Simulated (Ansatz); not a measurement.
Geometry optimisation, Ansatz, RKS PBE0-D4/STO-3G.

input.yaml

```yaml
crystal:
  periodic: [false, false, false]
  atoms:
    - { symbol: O, position_ang: [-0.6438, -1.8484, 0.5544] }
    - { symbol: C, position_ang: [0.1354, -0.6816, 0.7988] }
    - { symbol: C, position_ang: [0.17, 0.1931, -0.4283] }
    - { symbol: F, position_ang: [0.7475, -0.3539, -1.5601] }
    - { symbol: C, position_ang: [-0.1746, 1.4652, -0.4418] }
    - { symbol: Cl, position_ang: [-0.0994, 2.4878, -1.8146] }
    - { symbol: H, position_ang: [-0.4045, -2.156, -0.3225] }
    - { symbol: H, position_ang: [-0.2245, -0.1331, 1.6627] }
    - { symbol: H, position_ang: [1.1442, -1.0238, 1.095] }
    - { symbol: H, position_ang: [-0.5671, 1.9996, 0.4594] }
basis:
  gaussian: { orbitals: STO-3G }
hamiltonian:
  xc: pbe0
  dispersion: d4
relax:
  f_tol: 0.02
  max_steps: 40
scf:
  lower_state_search: "off"
```

Command:

```bash
$ ansatz run input.yaml --threads 1 --pin off --max-ram 2048MiB --backend cpu --events-out ev --progress --plain --runs-dir out
```

Where does it end, and by what steps?

The run converged. The force dipped under the threshold on the way, but the program's further checks kept it going. Limits of this set-up: minimal basis. After 15 steps the energy has fallen by 0.464 eV; H7 moved furthest, 0.17 Å.

```csv
step,energy less start (eV),largest force component (eV/Å),accepted
0,0.0000,3.774,yes
1,-0.3862,1.689,yes
2,-0.4372,1.041,yes
3,-0.4528,0.698,yes
4,-0.4606,0.154,yes
5,-0.4616,0.055,yes
6,-0.4621,0.053,yes
7,-0.4624,0.035,yes
8,-0.4625,0.011,yes
9,-0.4628,0.035,yes
10,-0.4631,0.066,yes
11,-0.4632,0.085,yes
12,-0.4634,0.056,yes
13,-0.4635,0.041,yes
14,-0.4636,0.030,yes
15,-0.4636,0.012,yes
```

```xyz
10
Properties=species:S:1:pos:R:3
O -0.795 -1.792 0.587
C 0.161 -0.711 0.780
C 0.259 0.237 -0.444
F 0.817 -0.321 -1.553
C -0.202 1.503 -0.422
Cl -0.100 2.568 -1.848
H -0.391 -2.280 -0.214
H -0.189 -0.126 1.649
H 1.184 -1.089 1.008
H -0.660 1.960 0.459
```

The run took 34 s on 1 thread of Arm Neoverse V2 (shared host), peak memory 0.14 GiB.
